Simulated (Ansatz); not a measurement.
The input, for Ansatz 0.2.0:

```yaml
crystal:
  periodic: [false, false, false]
  atoms:
    - {symbol: Al, position_ang: [0.000000, 0.000000, 0.823392]}
    - {symbol: Al, position_ang: [0.000000, 0.000000, -1.476620]}
    - {symbol: H, position_ang: [0.000000, 0.000000, 3.704392]}
    - {symbol: H, position_ang: [0.000000, 0.000000, -3.051163]}
basis:
  gaussian: {orbitals: 6-31G}
magnetization: {spin_polarized: false, initial_magnetization: 2}
correlation: {method: fic_mrcisd_q, electrons: valence, active_space: {window: {electrons: 4, orbitals: 4}, states: [{multiplicity: 3, weights: [1, 1, 1, 1, 1, 1, 1, 1, 1, 1, 1, 1, 1, 1, 1, 1, 1, 1, 1, 1, 1, 1, 1, 1, 1, 1, 1, 1, 1, 1]}]}}
accuracy: high
```

```sh
$ ansatz run in.yaml --threads 1 --pin off --events-out ev --progress --plain --max-ram 2393MiB
```

(1) One thing in this input was set wrong on purpose, beside settings that are merely unusual. What is the gravest fault, and what does the program do?

## Answers

(1) Impossible set of states or weights. How the run ends: stopped by an error.
```
622 factors; integrals over basis functions are off by at most 4.0e-9 eV
mean field evaluation 1: about -13188.5072 eV, gradient 1.0e1 eV
mean field evaluation 2: about -13188.5124 eV, gradient 1.0e1 eV
mean field evaluation 4: about -13190.5054 eV, gradient 2.8e0 eV
mean field evaluation 8: about -13191.0632 eV, gradient 3.4e-1 eV
mean field evaluation 16: about -13191.0653 eV, gradient 8.2e-9 eV
mean field evaluation 32: about -13188.3915 eV, gradient 2.1e-3 eV
mean field evaluation 64: about -13191.0653 eV, gradient 1.3e-5 eV
mean field evaluation 96: about -13189.7894 eV, gradient 2.5e0 eV
mean field -13191.06531445 eV, -484.7627090807 hartree, gradient 6.5e-8 eV, S^2 2.000000; 7 other end points of the search recorded, 0 dependent functions left out
reference -13191.06531445 eV, -484.7627090807 hartree; 15, 13 occupied and 15, 17 virtual orbitals, 622 factors
Error: 30 states are sought, and the space of determinants holds 15 states of this symmetry and spin
```
